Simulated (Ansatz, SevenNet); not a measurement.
How well does each level of theory give the lattice parameter a of hcp Be?

Reference value: 2.286 Å (measured, 293 K, not corrected to a static lattice, our sources range from 2.286 to 2.290; as tabulated in Wikipedia's data pages).

Task: What do SevenNet-0, LDA, PBE, PBE-D3(BJ), r²SCAN-D4 give, and how far is each from the reference?

Result: 
```tsv
level (code)	value (Å)	difference (%)
SevenNet-0	2.253	-1.44
LDA (Ansatz)	2.228	-2.54
PBE (Ansatz)	2.264	-0.96
PBE-D3(BJ) (Ansatz)	2.214	-3.15
r²SCAN-D4 (Ansatz)	2.257	-1.27
```

The reference is not for a static lattice or low temperature, so close values are not ranked against it.

The reference isn't brought to a static lattice, while the calculations are for one, so the differences are not the levels' errors alone.  Cutoffs and k meshes differ between the levels. Ansatz's density-functional and Hartree–Fock values are scalar-relativistic unless marked +SOC, with PAW data made under PBE.

Machine-learned potentials (SevenNet-0) are trained on DFT data: a solid inside that data is no test of them.

Differences are worked out from the printed values.

Ansatz is a quantum-chemistry and plane-wave program.
